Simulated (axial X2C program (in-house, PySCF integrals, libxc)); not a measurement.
## BS⁻: cheaper levels and CCSD(T), with spin–orbit coupling

Computed with an in-house relativistic program for diatomic molecules. Two-component (2c) means X2C with spin–orbit coupling and atomic mean-field two-electron Coulomb and Gaunt terms. Basis: S dyall-av3z [9s8p3d2f], B dyall-av3z [8s7p3d2f] (cores contracted in-house); Gaussian nuclei, density fitting, unrestricted open shells. Masses: S 31.972 u, B 11.009 u.

State: Ω = 0 (closed shell); fragments S- + B.

| level | Re (Å) | ωe (cm⁻¹) | De (eV) |
| --- | --- | --- | --- |
| PBE0 | 1.687 | 1000.3 | 6.04 |
| HF | 1.686 | 1026.8 | 4.37 |
| MP2 | 1.686 | 1012.8 | 6.18 |
| CCSD | 1.692 | 1003.4 | 5.69 |
| PBE50 | 1.678 | 1030.8 | 5.87 |

Correlated methods: 10 electrons correlated (number of frozen shells: S 2 s, 1 p; B 1 s), 206 virtual spin orbitals or spinors in MP2, 90 natural virtuals in coupled cluster.

CCSD(T), same Hamiltonian and basis:

Re = 1.697 Å, ωe = 987.7 cm⁻¹, De = 5.90 eV; T1 = 0.019 (Lee–Taylor normalisation).

Problem. Give the differences from CCSD(T) in the columns below.

Solution. 

| level | ΔRe (Å) | Δωe (cm⁻¹) | ΔDe (eV) |
| --- | --- | --- | --- |
| PBE0 | -0.010 | 13 | 0.14 |
| HF | -0.011 | 39 | -1.53 |
| MP2 | -0.011 | 25 | 0.28 |
| CCSD | -0.005 | 16 | -0.21 |
| PBE50 | -0.019 | 43 | -0.03 |

The state is a single determinant with fixed occupations, the lowest that a limited PBE0 search found. The closed shell is kept restricted, so the energy runs too high when the bond is stretched far. Dissociation energies refer to the lowest single-determinant-based atoms at the same level and basis. Coupled cluster ran in a truncated set of natural virtual spinors; the MP2 energy of the rest was added. (T) has no such correction and the atoms are truncated less, which lowers De at CCSD(T) by a hundredth of an eV or more. The 2c atoms are single determinants rather than J levels; their spin–orbit lowering is only partly caught, and De is too large by that part. This holds for PBE0, PBE50. The functionals have no current-density term, which raises determinants with orbital currents, atoms included. The highest occupied level of some functionals is positive through self-interaction error; at Hartree–Fock it is bound. Hartree–Fock gets electron affinities wrong, so its lowest charge split need not be the true one.
